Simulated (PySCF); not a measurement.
**C₄H₈FN: electronic excitations at several levels of theory**

Aim: compute the electronic excitations of C₄H₈FN (`C[C@@H]1NC[C@H]1F`) at several levels, and see how far they spread and what each costs.

Programs: PySCF 2.14.0, with density-fitted response routines of our own. Each step states its level of theory. These are calculated values for one molecule in the gas phase, unless marked as measured. Atoms count from 0, in the outputs and in this text.

**1. The starting structure**

14 atoms, charge 0, multiplicity 1; geometry from: GFN2-xTB.

Bonds of the start (Å): C0–C1 1.52, C1–N2 1.48, N2–C3 1.47, C3–C4 1.53, C4–F5 1.37, C4–C1 1.54, C0–H6 1.09, C0–H7 1.09, C0–H8 1.09, C1–H9 1.09, N2–H10 1.01, C3–H11 1.09, C3–H12 1.09, C4–H13 1.09.

**2. Relaxing the molecule at PBE0-D3(BJ)/def2-SVP**

What the job is given:

```
{"job": {"xc": "PBE0", "basis": "def2-SVP", "d3": "d3bj", "grid": 1, "kind": "geom"}, "charge": 0, "multiplicity": 1}
C     -1.685724    -0.334609     0.085139
C     -0.436672     0.420589    -0.330378
N      0.526810    -0.306142    -1.180994
C      1.584350    -0.195551    -0.164814
C      0.640273     0.584244     0.755446
F      1.017468     1.876965     1.007759
H     -2.306539    -0.532291    -0.785637
H     -1.423633    -1.283676     0.550905
H     -2.259753     0.256215     0.794913
H     -0.702624     1.374782    -0.796899
H      0.249590    -1.255149    -1.400912
H      2.422920     0.399551    -0.531216
H      1.956755    -1.134795     0.249580
H      0.416103     0.129394     1.724940
```

Log:

```text
step   0  E = -311.22535773  max force = 0.011538
step   1  E = -311.22660302  max force = 0.002321
step   2  E = -311.22662934  max force = 0.000835
step   3  E = -311.22663592  max force = 0.000271
optimisation converged
```

Wall time 18 s (1 thread, shared host).

Step by step:

| step | energy from step 0 (eV) | largest force component (eV/Å) |
| --- | --- | --- |
| 0 | 0.0000 | 0.5933 |
| 1 | -0.0339 | 0.1194 |
| 2 | -0.0346 | 0.0429 |
| 3 | -0.0348 | 0.0139 |

Close pairs (by a distance rule), those that changed most:

| bond | before (Å) | after (Å) | change (Å) |
| --- | --- | --- | --- |
| C0–H6 | 1.088 | 1.101 | +0.014 |
| C0–H8 | 1.087 | 1.101 | +0.014 |
| C0–H7 | 1.089 | 1.103 | +0.013 |
| C3–H11 | 1.092 | 1.104 | +0.012 |
| C3–H12 | 1.092 | 1.103 | +0.011 |
| C1–H9 | 1.095 | 1.105 | +0.010 |
| C4–H13 | 1.094 | 1.103 | +0.009 |
| C0–C1 | 1.518 | 1.512 | -0.005 |

The next job starts from the end point, and lists it.

| at the end point | value |
| --- | --- |
| point group (found at 0.08 Å tolerance) | C1 |
| rotational constants (GHz, main isotopes) | 5.268, 3.236, 2.336 |
| dipole moment (D) | 2.53 |

**3. Ultraviolet spectrum: HF/def2-SVPD**

What the job is given:

```
{"job": {"kind": "uv", "xc": "HF", "basis": "def2-SVPD", "ip": true}, "charge": 0, "multiplicity": 1}
C     -1.514102    -0.329659     0.235404
C     -0.283434     0.428001    -0.209701
N      0.648778    -0.296591    -1.091955
C      1.734998    -0.207688    -0.109317
C      0.836552     0.601482     0.831120
F      1.234754     1.890987     1.043588
H     -2.164612    -0.559133    -0.623073
H     -1.240736    -1.282583     0.718013
H     -2.103574     0.261793     0.953009
H     -0.572829     1.406519    -0.634774
H      0.356214    -1.241098    -1.323452
H      2.607632     0.368495    -0.462145
H      2.097274    -1.164761     0.303554
H      0.631247     0.139738     1.811740
```

Level: TDDFT HF/def2-SVPD, vertical, gas phase, core orbitals frozen in the response.

Log:

```text
final grid: 110408 points
cycle   1  E = -309.6528548001  dE =  1.190e+00  |g| = 6.157e-01  |ddm| = 6.185e+00
cycle   2  E = -309.7353766293  dE = -8.252e-02  |g| = 3.249e-01  |ddm| = 1.452e+00
cycle   3  E = -309.7551215614  dE = -1.974e-02  |g| = 7.173e-02  |ddm| = 7.338e-01
cycle   4  E = -309.7566461063  dE = -1.525e-03  |g| = 1.387e-02  |ddm| = 1.775e-01
cycle   5  E = -309.7567073247  dE = -6.122e-05  |g| = 3.827e-03  |ddm| = 4.095e-02
cycle   6  E = -309.7567140276  dE = -6.703e-06  |g| = 1.195e-03  |ddm| = 1.785e-02
cycle   7  E = -309.7567149560  dE = -9.285e-07  |g| = 3.597e-04  |ddm| = 7.740e-03
cycle   8  E = -309.7567150418  dE = -8.574e-08  |g| = 1.292e-04  |ddm| = 2.142e-03
cycle   9  E = -309.7567150499  dE = -8.097e-09  |g| = 2.904e-05  |ddm| = 7.776e-04
cycle  10  E = -309.7567150503  dE = -4.592e-10  |g| = 9.700e-06  |ddm| = 1.606e-04
converged SCF energy = -309.7567150503

Static polarisability (au): isotropic 52.190, principal 47.454 51.587 57.528

Singlet excitations
state   eV       nm        f      main configurations
  1   7.5514    164.2   0.01019   H->L 0.45, H->L+2 0.23, H->L+4 0.20
  2   8.5434    145.1   0.00370   H->L+1 0.50, H->L+3 0.13, H->L+2 0.11
  3   8.8808    139.6   0.01245   H->L+2 0.29, H->L+1 0.24, H->L+4 0.10
  4   9.0746    136.6   0.03153   H->L+3 0.40, H->L+5 0.18, H->L 0.17
  5   9.7496    127.2   0.01717   H->L+3 0.29, H->L+4 0.19, H->L 0.13
  6  10.0570    123.3   0.01468   H-1->L 0.35, H-1->L+1 0.13, H->L+5 0.11
  7  10.1135    122.6   0.00055   H->L+5 0.24, H->L+4 0.18, H-1->L 0.14
  8  10.2146    121.4   0.03930   H-1->L 0.18, H->L+2 0.13, H->L+8 0.11
  9  10.2554    120.9   0.03553   H-1->L+2 0.20, H-1->L 0.11, H->L+9 0.10
 10  10.5926    117.0   0.07668   H->L+6 0.43, H->L+8 0.13

Triplet excitations (Tamm-Dancoff, eV): 7.1053 8.1315 8.5232 8.5991
Vertical ionisation energy (delta-SCF) = 7.7943 eV
```

Run time: 10 s. Hardware: 1 thread, shared host.

Frontier orbitals and where they lie:

| orbital | eV | atoms |
| --- | --- | --- |
| HOMO−3 | -14.08 | N2 18 %, C0 17 %, C3 15 % |
| HOMO−2 | -13.58 | N2 19 %, C1 16 %, F5 15 % |
| HOMO−1 | -12.26 | C4 23 %, C1 20 %, C3 18 % |
| HOMO | -10.16 | N2 55 %, C3 10 %, C1 9 % |
| LUMO | 2.65 | C0 27 %, H7 12 %, C3 8 % |
| LUMO+1 | 3.18 | C3 19 %, H12 16 %, C0 10 % |
| LUMO+2 | 3.43 | H13 17 %, F5 16 %, C4 14 % |

With each of the 10 states as a Gaussian band of 0.4 eV half-width at 1/e, the curve within the window shown has maxima at 164 nm (ε 410), 138 nm (ε 1,800), 120 nm (ε 5,400) L/(mol cm). Beyond the last state computed it falls off for lack of states. The curve at chosen wavelengths:

```tsv
nm	ε (L/mol/cm)
114	1981
117	4432
119	5302
122	4806
124	3675
127	1997
129	1337
132	1153
134	1406
137	1752
140	1562
142	1205
145	662
147	404
150	186
152	129
155	142
158	240
160	320
163	403
165	411
168	349
170	279
173	169
175	110
178	51
```

Ground-state properties from the same run:

| property | computed |
| --- | --- |
| dipole moment (D) | 2.82 |
| polarisability (Å³) | 7.73 |
| HOMO–LUMO gap (eV) | 12.81 |
| −ε(HOMO) (eV) | 10.16 |

**4. Ultraviolet spectrum: LDA/def2-SVPD**

Settings changed since step 3:

```diff
@@ -1,2 +1,2 @@
-{"job": {"kind": "uv", "xc": "HF", "basis": "def2-SVPD", "ip": true}, "charge": 0, "multiplicity": 1}
+{"job": {"kind": "uv", "xc": "LDA", "basis": "def2-SVPD", "ip": true}, "charge": 0, "multiplicity": 1}
 C     -1.514102    -0.329659     0.235404
```

With the program's defaults for keys left out, this is: TDDFT LDA/def2-SVPD, vertical, gas phase, core orbitals frozen in the response.

Log:

```text
coarse grid: 11456 points
cycle   1  E = -308.9181777738  dE =  4.857e-01  |g| = 5.672e-01  |ddm| = 6.144e+00
cycle   2  E = -308.7857262859  dE =  1.325e-01  |g| = 9.762e-01  |ddm| = 5.473e+00
cycle   3  E = -308.9944571785  dE = -2.087e-01  |g| = 1.116e-01  |ddm| = 3.722e+00
cycle   4  E = -308.9965081099  dE = -2.051e-03  |g| = 5.193e-02  |ddm| = 2.901e-01
cycle   5  E = -308.9970854688  dE = -5.774e-04  |g| = 8.440e-03  |ddm| = 1.705e-01
cycle   6  E = -308.9970983445  dE = -1.288e-05  |g| = 3.988e-03  |ddm| = 4.308e-02
cycle   7  E = -308.9971018501  dE = -3.506e-06  |g| = 5.613e-04  |ddm| = 6.781e-03
final grid: 110408 points
cycle   8  E = -309.0541873559  dE = -5.529e-05  |g| = 5.551e-03  |ddm| = 1.755e-01
cycle   9  E = -309.0541706625  dE =  1.669e-05  |g| = 1.091e-02  |ddm| = 1.836e-02
cycle  10  E = -309.0541935601  dE = -2.290e-05  |g| = 8.467e-04  |ddm| = 1.251e-02
cycle  11  E = -309.0541936901  dE = -1.301e-07  |g| = 3.031e-04  |ddm| = 1.354e-03
cycle  12  E = -309.0541937095  dE = -1.938e-08  |g| = 4.139e-05  |ddm| = 5.019e-04
cycle  13  E = -309.0541937097  dE = -2.282e-10  |g| = 2.706e-05  |ddm| = 2.579e-04
converged SCF energy = -309.0541937097

Static polarisability (au): isotropic 59.268, principal 53.380 58.376 66.050

Singlet excitations
state   eV       nm        f      main configurations
  1   5.0962    243.3   0.01357   H->L 1.00
  2   5.6029    221.3   0.00392   H->L+1 0.99
  3   5.8722    211.1   0.00633   H->L+2 0.98
  4   6.2908    197.1   0.02813   H->L+3 0.88, H->L+4 0.10
  5   6.5145    190.3   0.00091   H->L+4 0.89, H->L+3 0.09
  6   6.8573    180.8   0.00487   H->L+5 0.99
  7   7.1432    173.6   0.02440   H->L+6 0.97
  8   7.2019    172.2   0.00415   H-1->L 0.99
  9   7.3887    167.8   0.02031   H->L+7 0.95
 10   7.5864    163.4   0.03868   H->L+8 0.96

Triplet excitations (Tamm-Dancoff, eV): 4.9823 5.4463 5.7668 6.0989
Vertical ionisation energy (delta-SCF) = 8.7379 eV
```

It took 30 s on 1 thread, shared host.

In short: HOMO -5.25 eV, LUMO -0.20 eV; lowest singlet 5.10 eV.

**5. Excited states and response: PBE/def2-SVPD**

Settings changed since step 4:

```diff
@@ -1,2 +1,2 @@
-{"job": {"kind": "uv", "xc": "LDA", "basis": "def2-SVPD", "ip": true}, "charge": 0, "multiplicity": 1}
+{"job": {"kind": "uv", "xc": "PBE", "basis": "def2-SVPD", "ip": true}, "charge": 0, "multiplicity": 1}
 C     -1.514102    -0.329659     0.235404
```

Level: TDDFT PBE/def2-SVPD, vertical, gas phase, core orbitals frozen in the response.

Log:

```text
coarse grid: 11456 points
cycle   1  E = -311.0836877786  dE =  4.936e-01  |g| = 5.654e-01  |ddm| = 6.155e+00
cycle   2  E = -310.9569291684  dE =  1.268e-01  |g| = 9.715e-01  |ddm| = 5.889e+00
cycle   3  E = -311.1568327344  dE = -1.999e-01  |g| = 1.102e-01  |ddm| = 4.046e+00
cycle   4  E = -311.1589423644  dE = -2.110e-03  |g| = 4.727e-02  |ddm| = 2.447e-01
cycle   5  E = -311.1594288715  dE = -4.865e-04  |g| = 7.489e-03  |ddm| = 1.378e-01
cycle   6  E = -311.1594391435  dE = -1.027e-05  |g| = 3.569e-03  |ddm| = 3.642e-02
cycle   7  E = -311.1594420273  dE = -2.884e-06  |g| = 4.920e-04  |ddm| = 5.300e-03
final grid: 110408 points
cycle   8  E = -311.2154353262  dE = -3.210e-05  |g| = 1.444e-02  |ddm| = 2.081e-01
cycle   9  E = -311.2153272448  dE =  1.081e-04  |g| = 2.675e-02  |ddm| = 8.090e-02
cycle  10  E = -311.2154830094  dE = -1.558e-04  |g| = 2.772e-03  |ddm| = 5.092e-02
cycle  11  E = -311.2154844913  dE = -1.482e-06  |g| = 4.153e-04  |ddm| = 3.494e-03
cycle  12  E = -311.2154845258  dE = -3.446e-08  |g| = 6.965e-05  |ddm| = 1.429e-03
cycle  13  E = -311.2154845267  dE = -8.853e-10  |g| = 3.097e-05  |ddm| = 3.294e-04
converged SCF energy = -311.2154845267

Static polarisability (au): isotropic 58.665, principal 52.742 57.866 65.385

Singlet excitations
state   eV       nm        f      main configurations
  1   5.1070    242.8   0.01411   H->L 1.00
  2   5.6073    221.1   0.00528   H->L+1 0.99
  3   5.8572    211.7   0.00486   H->L+2 0.98
  4   6.2443    198.6   0.02555   H->L+3 0.93
  5   6.5378    189.6   0.00041   H->L+4 0.94
  6   6.8880    180.0   0.00485   H->L+5 0.99
  7   7.1573    173.2   0.02220   H->L+6 0.96
  8   7.1737    172.8   0.00629   H-1->L 0.98
  9   7.4020    167.5   0.02207   H->L+7 0.96
 10   7.5510    164.2   0.03450   H->L+8 0.97

Triplet excitations (Tamm-Dancoff, eV): 4.9742 5.4396 5.7246 6.0350
Vertical ionisation energy (delta-SCF) = 8.5824 eV
```

It took 43 s on 1 thread, shared host.

In short: HOMO -5.16 eV, LUMO -0.09 eV; lowest singlet 5.11 eV.

**6. Ultraviolet spectrum: B3LYP/def2-SVPD**

Settings changed since step 5:

```diff
@@ -1,2 +1,2 @@
-{"job": {"kind": "uv", "xc": "PBE", "basis": "def2-SVPD", "ip": true}, "charge": 0, "multiplicity": 1}
+{"job": {"kind": "uv", "xc": "B3LYP", "basis": "def2-SVPD", "ip": true}, "charge": 0, "multiplicity": 1}
 C     -1.514102    -0.329659     0.235404
```

Level: TDDFT B3LYP/def2-SVPD, vertical, gas phase, core orbitals frozen in the response.

Log:

```text
coarse grid: 11456 points
cycle   1  E = -311.4801406585  dE =  6.092e-01  |g| = 5.252e-01  |ddm| = 6.110e+00
cycle   2  E = -311.4328397585  dE =  4.730e-02  |g| = 7.526e-01  |ddm| = 3.762e+00
cycle   3  E = -311.5370398975  dE = -1.042e-01  |g| = 7.409e-02  |ddm| = 2.091e+00
cycle   4  E = -311.5379325501  dE = -8.927e-04  |g| = 3.088e-02  |ddm| = 1.251e-01
cycle   5  E = -311.5381485386  dE = -2.160e-04  |g| = 5.519e-03  |ddm| = 4.838e-02
cycle   6  E = -311.5381546396  dE = -6.101e-06  |g| = 2.174e-03  |ddm| = 1.632e-02
final grid: 110408 points
cycle   7  E = -311.5879780993  dE = -3.481e-05  |g| = 8.137e-03  |ddm| = 1.620e-01
cycle   8  E = -311.5879595205  dE =  1.858e-05  |g| = 1.275e-02  |ddm| = 4.001e-02
cycle   9  E = -311.5879921682  dE = -3.265e-05  |g| = 7.694e-04  |ddm| = 2.342e-02
cycle  10  E = -311.5879922833  dE = -1.151e-07  |g| = 1.973e-04  |ddm| = 1.070e-03
cycle  11  E = -311.5879922914  dE = -8.054e-09  |g| = 3.086e-05  |ddm| = 4.582e-04
cycle  12  E = -311.5879922916  dE = -1.753e-10  |g| = 1.535e-05  |ddm| = 1.326e-04
converged SCF energy = -311.5879922916

Static polarisability (au): isotropic 56.660, principal 51.162 55.968 62.851

Singlet excitations
state   eV       nm        f      main configurations
  1   5.7166    216.9   0.01234   H->L 0.95
  2   6.2973    196.9   0.00496   H->L+1 0.95
  3   6.5215    190.1   0.00653   H->L+2 0.92
  4   6.8802    180.2   0.02576   H->L+3 0.96
  5   7.2055    172.1   0.00145   H->L+4 0.95
  6   7.6069    163.0   0.00439   H->L+5 0.97
  7   7.8450    158.0   0.02877   H->L+6 0.89
  8   7.9072    156.8   0.00338   H-1->L 0.98
  9   8.1115    152.8   0.03982   H->L+7 0.89
 10   8.2506    150.3   0.02600   H->L+8 0.92

Triplet excitations (Tamm-Dancoff, eV): 5.5373 6.1256 6.3874 6.6502
Vertical ionisation energy (delta-SCF) = 8.8276 eV
```

Wall time 36 s (1 thread, shared host).

Key values: HOMO -6.38 eV, LUMO 0.32 eV; lowest singlet 5.72 eV.

**7. Excited states and response: PBE0/def2-SVPD**

Settings changed since step 6:

```diff
@@ -1,2 +1,2 @@
-{"job": {"kind": "uv", "xc": "B3LYP", "basis": "def2-SVPD", "ip": true}, "charge": 0, "multiplicity": 1}
+{"job": {"kind": "uv", "xc": "PBE0", "basis": "def2-SVPD", "ip": true}, "charge": 0, "multiplicity": 1}
 C     -1.514102    -0.329659     0.235404
```

Method: TDDFT PBE0/def2-SVPD, vertical, gas phase, core orbitals frozen in the response.

Log:

```text
coarse grid: 11456 points
cycle   1  E = -311.1536168416  dE =  6.413e-01  |g| = 4.809e-01  |ddm| = 5.908e+00
cycle   2  E = -311.1277672749  dE =  2.585e-02  |g| = 6.388e-01  |ddm| = 3.071e+00
cycle   3  E = -311.2010617358  dE = -7.329e-02  |g| = 6.224e-02  |ddm| = 1.602e+00
cycle   4  E = -311.2016820708  dE = -6.203e-04  |g| = 2.574e-02  |ddm| = 1.025e-01
cycle   5  E = -311.2018327248  dE = -1.507e-04  |g| = 4.824e-03  |ddm| = 4.320e-02
cycle   6  E = -311.2018375653  dE = -4.840e-06  |g| = 1.720e-03  |ddm| = 1.435e-02
final grid: 110408 points
cycle   7  E = -311.2429047575  dE = -2.845e-05  |g| = 9.189e-03  |ddm| = 1.446e-01
cycle   8  E = -311.2428882508  dE =  1.651e-05  |g| = 1.296e-02  |ddm| = 4.942e-02
cycle   9  E = -311.2429242971  dE = -3.605e-05  |g| = 1.011e-03  |ddm| = 2.662e-02
cycle  10  E = -311.2429244939  dE = -1.968e-07  |g| = 1.983e-04  |ddm| = 1.296e-03
cycle  11  E = -311.2429245012  dE = -7.294e-09  |g| = 3.719e-05  |ddm| = 5.204e-04
cycle  12  E = -311.2429245014  dE = -2.608e-10  |g| = 1.737e-05  |ddm| = 1.481e-04
converged SCF energy = -311.2429245014

Static polarisability (au): isotropic 56.033, principal 50.573 55.313 62.213

Singlet excitations
state   eV       nm        f      main configurations
  1   5.9702    207.7   0.01214   H->L 0.93
  2   6.5497    189.3   0.00396   H->L+1 0.91
  3   6.7950    182.5   0.00789   H->L+2 0.86
  4   7.1494    173.4   0.02675   H->L+3 0.93
  5   7.4848    165.6   0.00269   H->L+4 0.91
  6   7.8982    157.0   0.00481   H->L+5 0.95
  7   8.0999    153.1   0.03110   H->L+6 0.83, H->L+7 0.09
  8   8.1754    151.7   0.00292   H-1->L 0.97
  9   8.4183    147.3   0.04465   H->L+7 0.86, H->L+6 0.09
 10   8.5435    145.1   0.00442   H-1->L+1 0.77, H-1->L+2 0.14

Triplet excitations (Tamm-Dancoff, eV): 5.7588 6.3299 6.6394 6.8648
Vertical ionisation energy (delta-SCF) = 8.7601 eV
```

Wall time 36 s (1 thread, shared host).

In short: HOMO -6.59 eV, LUMO 0.63 eV; lowest singlet 5.97 eV.

**8. Excited states and response: BHandHLYP/def2-SVPD**

Settings changed since step 7:

```diff
@@ -1,2 +1,2 @@
-{"job": {"kind": "uv", "xc": "PBE0", "basis": "def2-SVPD", "ip": true}, "charge": 0, "multiplicity": 1}
+{"job": {"kind": "uv", "xc": "BHandHLYP", "basis": "def2-SVPD", "ip": true}, "charge": 0, "multiplicity": 1}
 C     -1.514102    -0.329659     0.235404
```

Method: TDDFT BHandHLYP/def2-SVPD, vertical, gas phase, core orbitals frozen in the response.

Log:

```text
coarse grid: 11456 points
cycle   1  E = -311.3234381469  dE =  8.125e-01  |g| = 5.004e-01  |ddm| = 5.872e+00
cycle   2  E = -311.3339946282  dE = -1.056e-02  |g| = 5.051e-01  |ddm| = 2.186e+00
cycle   3  E = -311.3766915287  dE = -4.270e-02  |g| = 5.306e-02  |ddm| = 1.015e+00
cycle   4  E = -311.3771774444  dE = -4.859e-04  |g| = 1.888e-02  |ddm| = 8.775e-02
cycle   5  E = -311.3772570120  dE = -7.957e-05  |g| = 5.089e-03  |ddm| = 5.932e-02
cycle   6  E = -311.3772631248  dE = -6.113e-06  |g| = 1.105e-03  |ddm| = 1.328e-02
final grid: 110408 points
cycle   7  E = -311.4104741842  dE = -1.833e-05  |g| = 3.525e-03  |ddm| = 9.714e-02
cycle   8  E = -311.4104739570  dE =  2.271e-07  |g| = 3.877e-03  |ddm| = 1.541e-02
cycle   9  E = -311.4104768739  dE = -2.917e-06  |g| = 2.258e-04  |ddm| = 6.625e-03
cycle  10  E = -311.4104768829  dE = -8.995e-09  |g| = 1.254e-04  |ddm| = 5.240e-04
cycle  11  E = -311.4104768865  dE = -3.625e-09  |g| = 1.296e-05  |ddm| = 2.357e-04
cycle  12  E = -311.4104768866  dE = -6.185e-11  |g| = 5.310e-06  |ddm| = 6.915e-05
converged SCF energy = -311.4104768866

Static polarisability (au): isotropic 54.356, principal 49.211 53.731 60.126

Singlet excitations
state   eV       nm        f      main configurations
  1   6.5125    190.4   0.01062   H->L 0.76, H->L+2 0.15
  2   7.2503    171.0   0.00364   H->L+1 0.76, H->L+2 0.12
  3   7.5109    165.1   0.00891   H->L+2 0.62, H->L+1 0.15, H->L 0.14
  4   7.7854    159.3   0.02694   H->L+3 0.72, H->L+4 0.16
  5   8.2314    150.6   0.00565   H->L+4 0.62, H->L+3 0.21
  6   8.6449    143.4   0.00444   H->L+5 0.77
  7   8.8058    140.8   0.04041   H->L+6 0.33, H->L+7 0.30, H->L+9 0.11
  8   8.8561    140.0   0.00069   H-1->L 0.82
  9   9.1382    135.7   0.00261   H-1->L+1 0.48, H-1->L+2 0.31
 10   9.1629    135.3   0.06344   H->L+7 0.40, H->L+6 0.39, H->L+8 0.11

Triplet excitations (Tamm-Dancoff, eV): 6.2389 7.0182 7.3467 7.4950
Vertical ionisation energy (delta-SCF) = 8.7802 eV
```

It took 36 s on 1 thread, shared host.

Key values: HOMO -7.99 eV, LUMO 1.11 eV; lowest singlet 6.51 eV.

**9. Run by run: electronic excitations**

Excitations and ground-state properties, with basis size and wall time:

| run | lowest singlet (eV) | brightest (eV) | f | gap (eV) | α (Å³) | μ (D) | functions | time |
| --- | --- | --- | --- | --- | --- | --- | --- | --- |
| HF/def2-SVPD | 7.55 | 10.59 | 0.077 | 12.81 | 7.73 | 2.82 | 187 | 10 s |
| LDA/def2-SVPD | 5.10 | 7.59 | 0.039 | 5.06 | 8.78 | 2.58 | 187 | 30 s |
| PBE/def2-SVPD | 5.11 | 7.55 | 0.035 | 5.07 | 8.69 | 2.50 | 187 | 43 s |
| B3LYP/def2-SVPD | 5.72 | 8.11 | 0.040 | 6.70 | 8.40 | 2.62 | 187 | 36 s |
| PBE0/def2-SVPD | 5.97 | 8.42 | 0.045 | 7.22 | 8.30 | 2.61 | 187 | 36 s |
| BHandHLYP/def2-SVPD | 6.51 | 9.16 | 0.063 | 9.10 | 8.05 | 2.73 | 187 | 36 s |

**10. Summary of results**

| quantity | value |
| --- | --- |
| point group | C1 |
| rotational constants (main isotopes) | 5.27, 3.24, 2.34 GHz |
| lowest singlet (HF/def2-SVPD) | 7.55 eV (164 nm), f = 0.010 |
| brightest single state of those computed | state 10, 10.59 eV, f = 0.077 |
| lowest triplet | 7.11 eV |
| vertical ionisation energy (ΔSCF) | 7.79 eV |
| range of the lowest singlet | 5.10 to 7.55 eV |

**Reading.** Single values in the summary come from the first run of each kind that ended normally (HF/def2-SVPD), which need not be the best level. Over 3 steps the energy fell by 0.035 eV; of the close pairs, C0–H6 changed most, 1.088 to 1.101 Å. No frequency check was run at this level, so the end point may be a saddle. The lowest singlet, at 7.55 eV, is HOMO→LUMO 0.45, HOMO→LUMO+2 0.23 and is weak; of the 10 states computed, the strongest absorption comes from state 10 at 10.59 eV (the last computed, so partners may be missing). The lowest triplet lies 0.45 eV below the lowest singlet (triplets in Tamm-Dancoff, singlets in full TDDFT). At HF/def2-SVPD, the highest states lie near or above the ionisation energy, where they hang on the basis. ΔSCF puts the ionisation energy at 7.79 eV, 2.37 eV below −ε(HOMO). The lowest singlet runs from 5.10 eV (LDA/def2-SVPD) to 7.55 eV (HF/def2-SVPD), while the orbital gap spans 5.06 to 12.81 eV: the excitation energy moves far less from run to run than the orbital gap does. The lowest state need not be the same one in every run. The runs solved for a few states only, so the brightest column depends on that window.
